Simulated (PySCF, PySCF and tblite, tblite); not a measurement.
# C4H7F: telling isomers apart by computed NMR, part 2 of 3

PySCF and tblite. Atoms count from 0. Earlier steps stand in the parts before.

## 7. Averages, isomer A: properties at WP04/pcSseg-1 in chloroform

Job settings and geometry (Å):

```
{"job": {"study": "conf", "smiles": "C/C=C(\\C)F", "search": {"seed": 977, "n_embed": 45, "ff_keep": 10, "window": 2.5, "nmax": 4, "temps": [250, 298.15, 350], "t_ref": 298.15, "order": 0.002, "geom": true}, "level": {"nmr": {"xc": "WP04", "basis": "pcSseg-1", "solvent": "chloroform"}, "sp": {"xc": "B3LYP", "basis": "def2-TZVP", "solvent": "chloroform"}, "j": {"xc": "B3LYP", "basis": "pcJ-1", "top": 4}}, "kind": "conf"}, "charge": 0, "multiplicity": 1}
C     -1.505793    -0.301432     0.167360
C     -0.517148     0.813280     0.092012
C      0.812548     0.705530     0.071490
C      1.673171    -0.503949     0.116705
F      1.546825     1.831491     0.000366
H     -2.183620    -0.290719    -0.702344
H     -1.029065    -1.290750     0.203157
H     -2.143386    -0.207425     1.062159
H     -0.907723     1.835210     0.048275
H      1.082740    -1.425850     0.170388
H      2.313924    -0.546440    -0.778516
H      2.341461    -0.461272     0.991611
```

The program printed:

```text
conformer  sym    E(xTB)   E(DFT)   G(298.15 K)  weight  dipole/D
    1     Cs      0.000    0.000    0.000   1.0000    2.039

mean shielding (ppm) by class
class atoms           250 K   298.15 K      350 K
  0 C  0            157.177    157.177    157.177
  1 C  1             62.921     62.921     62.921
  2 C  2              5.058      5.058      5.058
  3 C  3             156.41     156.41     156.41
  4 F  4             282.45     282.45     282.45
  5 H  5,6,7         29.846     29.846     29.846
  6 H  8             26.598     26.598     26.598
  7 H  9,10,11        29.62      29.62      29.62
```

Run time: 80 s. Hardware: 1 thread of Intel Xeon at 2.70GHz, shared host. This counts the runs that the step sums up.

The search (ETKDG and KDG, MMFF94s, GFN2-xTB) embedded 45 structures, kept 1 distinct ones after the force field and 1 after xTB; 1 was carried on (window 2.5 kcal/mol at the search's own energies). Energies: B3LYP/def2-TZVP in chloroform with D3(BJ).

Conformer by conformer (298 K):

```csv
no.,group,mirror pair,ΔE xTB,ΔE DFT,ΔG,weight (%),μ (D),"A, B, C (GHz)"
1,Cs,no,0.00,0.00,0.00,100.0,2.04,"8.67, 3.61, 2.63"
```

Energies in kcal/mol. ΔG holds xTB vibrations and rotation, symmetry numbers and mirror pairs.

Shifts against references run at the same level (1H TMS 31.55, 13C TMS 173.1, 19F CFCl3 180.0 ppm of shielding), by class of atoms, at 298 K:

```csv
atoms,environment,average
C2,fully substituted alkene carbon,168.1
C1,alkene CH,110.2
C3,allylic methyl carbon,16.7
C0,allylic methyl carbon,15.9
H8,hydrogen on an alkene CH,4.95
"H9, H10, H11",hydrogen on an allylic methyl carbon,1.93
"H5, H6, H7",hydrogen on an allylic methyl carbon,1.70
F4,vinylic fluorine,-102.5
```

Couplings (Hz, B3LYP/pcJ-1; one pair named for each class), from conformers that hold 100 % of the weight:

```csv
pair,bonds,average
C2–F4,1,-315.8
C1–H8,1,159.5
C3–H9,1,134.6
C0–H5,1,133.3
C1–C2,1,95.8
C2–C3,1,57.1
C0–C1,1,51.0
C3–F4,2,30.0
C1–F4,2,26.3
H5–H6,2,-16.4
H9–H10,2,-16.2
C2–H8,2,-8.5
C1–H5,2,-6.7
C2–H9,2,-6.5
C0–H8,2,3.2
F4–H8,3,20.9
F4–H9,3,16.5
H5–H8,3,8.5
C2–H5,3,7.7
C0–F4,3,6.3
C3–H8,3,5.2
C1–H9,3,3.8
F4–H5,4,3.3
H8–H9,4,-1.6
C3–H5,4,-1.0
```

Effective distances for nuclear Overhauser effects, ⟨r⁻⁶⟩^(−1/6) over all pairs of two classes (Å): H5···H8 2.71; H5···H9 2.96; H8···H9 3.99.

## 8. GFN2-xTB relaxation, isomer B, conformer 1

Job settings and geometry (Å):

```
{"job": {"xc": "GFN2-xTB", "basis": "xTB", "kind": "relax"}, "charge": 0, "multiplicity": 1}
C      1.937000     0.236300     0.021400
C      0.486100     0.274400    -0.391100
C     -0.498400    -0.257600     0.347300
C     -1.943600    -0.212900    -0.073000
F     -0.207800    -0.853600     1.527000
H      2.079200    -0.261800     0.980300
H      2.516400    -0.285700    -0.738900
H      2.319200     1.265100     0.108800
H      0.274100     0.751000    -1.327400
H     -2.536000     0.307900     0.694900
H     -2.092300     0.279900    -1.027700
H     -2.332800    -1.243700    -0.147700
```

The program printed:

```text
step      E/eV     max force
  0    -458.24540    1.672
  1    -458.28236    1.152
  2    -458.29871    0.484
  3    -458.30772    0.311
  4    -458.31230    0.166
  5    -458.31398    0.140
  6    -458.31610    0.103
  7    -458.31693    0.069
  8    -458.31738    0.068
  9    -458.31766    0.063
 10    -458.31790    0.053
 11    -458.31807    0.041
 12    -458.31823    0.038
 13    -458.31823    0.038
 14    -458.31831    0.028
 15    -458.31848    0.026
 16    -458.31852    0.024
 17    -458.31864    0.032
 18    -458.31876    0.037
 19    -458.31885    0.029
 20    -458.31893    0.024
 21    -458.31900    0.025
 22    -458.31906    0.024
 23    -458.31910    0.019
 24    -458.31914    0.016
 25    -458.31917    0.013
 26    -458.31918    0.009
 27    -458.31919    0.007
 28    -458.31920    0.008
 29    -458.31920    0.009
 30    -458.31921    0.010
 31    -458.31922    0.006
 32    -458.31922    0.003
```

Wall time 0.35 s (1 thread of Intel Xeon at 2.70GHz, shared host).

The energy fell by 0.074 eV, and the atoms moved 0.03 Å (root mean square).

## 9. DFT optimisation, isomer B, start 1: PBE0-D3(BJ)/def2-SVP

Job settings and geometry (Å):

```
{"job": {"kind": "geom", "xc": "PBE0", "basis": "def2-SVP", "d3": "d3bj", "grid": 1, "maxiter": 40}, "charge": 0, "multiplicity": 1}
C      1.940616     0.239934     0.023106
C      0.507805     0.278297    -0.393869
C     -0.501307    -0.227138     0.296298
C     -1.948672    -0.224944    -0.057505
F     -0.264177    -0.840992     1.487871
H      2.051909    -0.265652     0.978347
H      2.535146    -0.282551    -0.725810
H      2.332715     1.252833     0.110564
H      0.287326     0.758762    -1.334865
H     -2.517862     0.289409     0.716440
H     -2.105694     0.270347    -1.009884
H     -2.316608    -1.248991    -0.116721
```

The program printed:

```text
step   0  E = -255.99273314  max force = 0.013914
step   1  E = -255.99385551  max force = 0.002504
step   2  E = -255.99391800  max force = 0.001106
step   3  E = -255.99393982  max force = 0.000554
step   4  E = -255.99394330  max force = 0.000770
step   5  E = -255.99396041  max force = 0.000377
step   6  E = -255.99396898  max force = 0.000538
step   7  E = -255.99397386  max force = 0.000302
optimisation converged
```

Wall time 66 s (1 thread of Intel Xeon at 2.70GHz, shared host); peak memory 0.53 GiB.

Relaxing gained 0.034 eV and moved the atoms by 0.02 Å on average (rms).

## 10. Shieldings, isomer B, conformer 1: WP04/pcSseg-1 in chloroform

Job settings and geometry (Å):

```
{"job": {"xc": "WP04", "basis": "pcSseg-1", "solvent": "chloroform", "kind": "nmr", "pop": false}, "charge": 0, "multiplicity": 1}
C      2.030911     0.353065     0.028927
C      0.603879     0.420686    -0.399160
C     -0.420200    -0.126957     0.257417
C     -1.859632    -0.100920    -0.104466
F     -0.198379    -0.800878     1.400802
H      2.134995    -0.191748     0.976728
H      2.652397    -0.154012    -0.727947
H      2.455442     1.361741     0.163473
H      0.359936     0.955207    -1.321534
H     -2.448618     0.369834     0.699409
H     -2.022043     0.455930    -1.035782
H     -2.244310    -1.126013    -0.230067
```

The program printed:

```text
coarse grid: 9776 points
cycle   1  E = -262.0392814206  dE =  3.615e-01  |g| = 8.185e-01  |ddm| = 2.996e+00
cycle   2  E = -261.9419646859  dE =  9.732e-02  |g| = 1.118e+00  |ddm| = 1.263e+00
cycle   3  E = -262.1573351227  dE = -2.154e-01  |g| = 1.531e-01  |ddm| = 7.761e-01
cycle   4  E = -262.1624565089  dE = -5.121e-03  |g| = 3.774e-02  |ddm| = 1.287e-01
cycle   5  E = -262.1627293086  dE = -2.728e-04  |g| = 1.913e-02  |ddm| = 3.801e-02
cycle   6  E = -262.1628090294  dE = -7.972e-05  |g| = 4.023e-03  |ddm| = 1.637e-02
cycle   7  E = -262.1628125911  dE = -3.562e-06  |g| = 7.834e-04  |ddm| = 3.182e-03
final grid: 94040 points
cycle   8  E = -262.2155841396  dE = -4.337e-05  |g| = 8.874e-03  |ddm| = 2.650e-02
cycle   9  E = -262.2155695750  dE =  1.456e-05  |g| = 1.274e-02  |ddm| = 1.387e-02
cycle  10  E = -262.2156010982  dE = -3.152e-05  |g| = 1.490e-03  |ddm| = 8.541e-03
cycle  11  E = -262.2156014874  dE = -3.892e-07  |g| = 2.223e-04  |ddm| = 1.149e-03
cycle  12  E = -262.2156014911  dE = -3.742e-09  |g| = 1.781e-04  |ddm| = 2.624e-04
cycle  13  E = -262.2156014988  dE = -7.656e-09  |g| = 2.632e-05  |ddm| = 1.339e-04
cycle  14  E = -262.2156014989  dE = -1.591e-10  |g| = 8.034e-06  |ddm| = 2.377e-05
converged SCF energy = -262.2156014989

GIAO shielding tensors (ppm)
atom      isotropic    diamagn.    paramagn.     s11        s22        s33       span
  0 C      159.069     246.993     -87.924    142.924    164.077    170.208     27.284
  1 C       62.823     259.697    -196.874    -37.040     87.719    137.788    174.827
  2 C        5.297     253.467    -248.169    -92.769     52.647     56.014    148.783
  3 C      151.405     249.728     -98.323    136.694    143.613    173.907     37.213
  4 F      290.296     481.148    -190.852    191.947    291.543    387.398    195.450
  5 H       29.416      30.381      -0.965     25.179     30.067     33.001      7.821
  6 H       30.060      28.292       1.768     26.134     27.689     36.356     10.223
  7 H       30.077      28.044       2.033     26.150     27.724     36.356     10.206
  8 H       26.988      33.723      -6.735     24.358     26.367     30.239      5.881
  9 H       29.516      28.409       1.106     26.168     27.567     34.813      8.645
 10 H       29.801      30.143      -0.342     26.152     29.039     34.211      8.059
 11 H       29.515      28.677       0.837     26.171     27.553     34.820      8.650
```

It took 18 s on 1 thread of Intel Xeon at 2.70GHz, shared host; peak memory 0.74 GiB.

This run: HOMO -8.02 eV, LUMO -1.41 eV; dipole 1.82 D.

## 11. Single-point energy, isomer B, conformer 1: B3LYP/def2-TZVP in chloroform

Changed since step 10:

```diff
@@ -1,2 +1,2 @@
-{"job": {"xc": "WP04", "basis": "pcSseg-1", "solvent": "chloroform", "kind": "nmr", "pop": false}, "charge": 0, "multiplicity": 1}
+{"job": {"xc": "B3LYP", "basis": "def2-TZVP", "solvent": "chloroform", "kind": "sp"}, "charge": 0, "multiplicity": 1}
 C      2.030911     0.353065     0.028927
```

The program printed:

```text
coarse grid: 9776 points
cycle   1  E = -256.5177383849  dE =  4.017e-01  |g| = 5.705e-01  |ddm| = 2.502e+00
cycle   2  E = -256.4723297441  dE =  4.541e-02  |g| = 7.705e-01  |ddm| = 9.457e-01
cycle   3  E = -256.5800840855  dE = -1.078e-01  |g| = 9.697e-02  |ddm| = 5.606e-01
cycle   4  E = -256.5819727534  dE = -1.889e-03  |g| = 3.583e-02  |ddm| = 8.153e-02
cycle   5  E = -256.5822666526  dE = -2.939e-04  |g| = 9.141e-03  |ddm| = 2.700e-02
cycle   6  E = -256.5822793240  dE = -1.267e-05  |g| = 4.379e-03  |ddm| = 8.724e-03
cycle   7  E = -256.5822832965  dE = -3.972e-06  |g| = 3.388e-04  |ddm| = 2.853e-03
final grid: 94040 points
cycle   8  E = -256.5786399813  dE = -5.575e-05  |g| = 6.369e-03  |ddm| = 6.279e-02
cycle   9  E = -256.5786340820  dE =  5.899e-06  |g| = 8.562e-03  |ddm| = 8.598e-03
cycle  10  E = -256.5786482222  dE = -1.414e-05  |g| = 1.126e-03  |ddm| = 5.386e-03
cycle  11  E = -256.5786484145  dE = -1.923e-07  |g| = 2.450e-04  |ddm| = 9.843e-04
cycle  12  E = -256.5786484253  dE = -1.081e-08  |g| = 9.084e-05  |ddm| = 2.050e-04
cycle  13  E = -256.5786484271  dE = -1.762e-09  |g| = 2.784e-05  |ddm| = 6.910e-05
cycle  14  E = -256.5786484273  dE = -1.792e-10  |g| = 5.283e-06  |ddm| = 1.933e-05
converged SCF energy = -256.5786484273
```

Wall time 20 s (1 thread of Intel Xeon at 2.70GHz, shared host); peak memory 0.89 GiB.

In short: HOMO -6.58 eV, LUMO 0.59 eV; dipole 1.65 D.

## 12. Couplings, isomer B, conformer 1: B3LYP/pcJ-1

Changed since step 11:

```diff
@@ -1,2 +1,2 @@
-{"job": {"xc": "B3LYP", "basis": "def2-TZVP", "solvent": "chloroform", "kind": "sp"}, "charge": 0, "multiplicity": 1}
+{"job": {"xc": "B3LYP", "basis": "pcJ-1", "kind": "j"}, "charge": 0, "multiplicity": 1}
 C      2.030911     0.353065     0.028927
```

The program printed:

```text
coarse grid: 9776 points
cycle   1  E = -256.3768725402  dE =  3.789e-01  |g| = 5.585e-01  |ddm| = 2.673e+00
cycle   2  E = -256.3319425079  dE =  4.493e-02  |g| = 7.551e-01  |ddm| = 8.842e-01
cycle   3  E = -256.4363797837  dE = -1.044e-01  |g| = 1.029e-01  |ddm| = 5.120e-01
cycle   4  E = -256.4384520501  dE = -2.072e-03  |g| = 4.728e-02  |ddm| = 1.112e-01
cycle   5  E = -256.4389629752  dE = -5.109e-04  |g| = 1.340e-02  |ddm| = 4.031e-02
cycle   6  E = -256.4389937052  dE = -3.073e-05  |g| = 4.174e-03  |ddm| = 1.238e-02
cycle   7  E = -256.4389972123  dE = -3.507e-06  |g| = 3.980e-04  |ddm| = 3.211e-03
final grid: 94040 points
cycle   8  E = -256.4821541861  dE = -1.081e-04  |g| = 6.618e-03  |ddm| = 1.659e-02
cycle   9  E = -256.4821469326  dE =  7.254e-06  |g| = 9.250e-03  |ddm| = 1.003e-02
cycle  10  E = -256.4821628985  dE = -1.597e-05  |g| = 1.086e-03  |ddm| = 6.335e-03
cycle  11  E = -256.4821630497  dE = -1.513e-07  |g| = 5.276e-04  |ddm| = 1.180e-03
cycle  12  E = -256.4821631011  dE = -5.140e-08  |g| = 1.434e-04  |ddm| = 4.267e-04
cycle  13  E = -256.4821631059  dE = -4.795e-09  |g| = 1.773e-05  |ddm| = 1.070e-04
cycle  14  E = -256.4821631060  dE = -7.020e-11  |g| = 5.680e-06  |ddm| = 1.787e-05
converged SCF energy = -256.4821631060

Indirect spin-spin couplings (Hz)
  i      j    bonds     total        FC       PSO       DSO        SD
  0 C    1 C    1     48.026    49.002    -1.166     0.189         -
  0 C    2 C    2     -1.832    -1.541    -0.271    -0.020         -
  0 C    3 C    3      2.743     2.768     0.054    -0.080         -
  0 C    4 F    3      6.358     9.122    -2.770    -0.012     0.018
  0 C    5 H    1    135.595   133.904     1.039     0.653         -
  0 C    6 H    1    133.567   131.712     1.264     0.592         -
  0 C    7 H    1    133.510   131.655     1.265     0.591         -
  0 C    8 H    2      2.893     2.993     0.239    -0.339         -
  0 C    9 H    4     -0.969    -0.940     0.265    -0.294         -
  0 C   10 H    4      0.619     0.660     0.207    -0.249         -
  0 C   11 H    4     -0.971    -0.943     0.265    -0.294         -
  1 C    2 C    1     94.094   103.008    -9.187     0.273         -
  1 C    3 C    2      8.697     9.005    -0.264    -0.045         -
  1 C    4 F    2     15.810    27.126   -22.053    -0.221    10.958
  1 C    5 H    2     -5.104    -4.930    -0.023    -0.151         -
  1 C    6 H    2     -7.539    -7.543     0.164    -0.161         -
  1 C    7 H    2     -7.436    -7.430     0.155    -0.160         -
  1 C    8 H    1    164.001   162.425     0.697     0.879         -
  1 C    9 H    3      5.657     5.700     0.330    -0.373         -
  1 C   10 H    3      1.952     2.207    -0.289     0.035         -
  1 C   11 H    3      5.705     5.749     0.329    -0.373         -
  2 C    3 C    1     58.299    59.692    -1.642     0.249         -
  2 C    4 F    1   -320.923  -313.840    -9.892     0.848     1.961
  2 C    5 H    3      6.125     6.539    -0.464     0.049         -
  2 C    6 H    3      7.666     7.718     0.249    -0.301         -
  2 C    7 H    3      7.777     7.822     0.265    -0.310         -
  2 C    8 H    2     10.522    12.120    -1.424    -0.174         -
  2 C    9 H    2    -10.857   -10.814    -0.018    -0.025         -
  2 C   10 H    2      1.590     1.820    -0.214    -0.016         -
  2 C   11 H    2    -10.804   -10.761    -0.016    -0.027         -
  3 C    4 F    2     29.316    34.855    -5.638    -0.139     0.238
  3 C    5 H    4     -0.380    -0.342     0.267    -0.305         -
  3 C    6 H    4     -1.720    -1.706     0.266    -0.280         -
  3 C    7 H    4     -1.626    -1.613     0.268    -0.281         -
  3 C    8 H    3      3.374     3.454    -0.078    -0.003         -
  3 C    9 H    1    134.369   132.567     1.143     0.659         -
  3 C   10 H    1    134.904   133.138     1.120     0.646         -
  3 C   11 H    1    134.556   132.756     1.142     0.658         -
  4 F    5 H    4      0.832     1.399    -1.461     1.259    -0.364
  4 F    6 H    4      5.153     6.431    -0.007    -0.961    -0.310
  4 F    7 H    4      4.989     6.299     0.006    -1.001    -0.315
  4 F    8 H    3     26.926    33.051    -4.230    -2.341     0.446
  4 F    9 H    3      0.185    -0.023     0.786    -0.339    -0.240
  4 F   10 H    3     47.394    49.185     0.280    -2.171     0.099
  4 F   11 H    3     -0.121    -0.338     0.799    -0.350    -0.231
  5 H    6 H    2    -14.549   -14.629     2.567    -2.487         -
  5 H    7 H    2    -14.366   -14.444     2.575    -2.497         -
  5 H    8 H    3     14.929    15.030     2.742    -2.843         -
  5 H   10 H    5     -0.170    -0.056     1.122    -1.236         -
  6 H    7 H    2    -19.781   -19.884     2.642    -2.539         -
  6 H    8 H    3      4.352     4.439     0.753    -0.840         -
  6 H    9 H    5      4.074     4.168     1.182    -1.276         -
  6 H   11 H    5      5.664     5.753     0.758    -0.847         -
  7 H    8 H    3      4.674     4.759     0.700    -0.785         -
  7 H    9 H    5      5.412     5.501     0.771    -0.860         -
  7 H   11 H    5      3.855     3.948     1.181    -1.275         -
  8 H    9 H    4     -2.335    -2.214     1.037    -1.158         -
  8 H   10 H    4      0.427     0.404    -1.526     1.549         -
  8 H   11 H    4     -2.363    -2.242     1.031    -1.152         -
  9 H   10 H    2    -14.371   -14.453     2.657    -2.575         -
  9 H   11 H    2    -19.167   -19.306     2.518    -2.379         -
 10 H   11 H    2    -14.350   -14.432     2.661    -2.579         -
```

Wall time 46 s (1 thread of Intel Xeon at 2.70GHz, shared host); peak memory 0.91 GiB.

Key values: HOMO -6.62 eV, LUMO 0.57 eV; dipole 1.39 D.

[end of part 2 of 3]
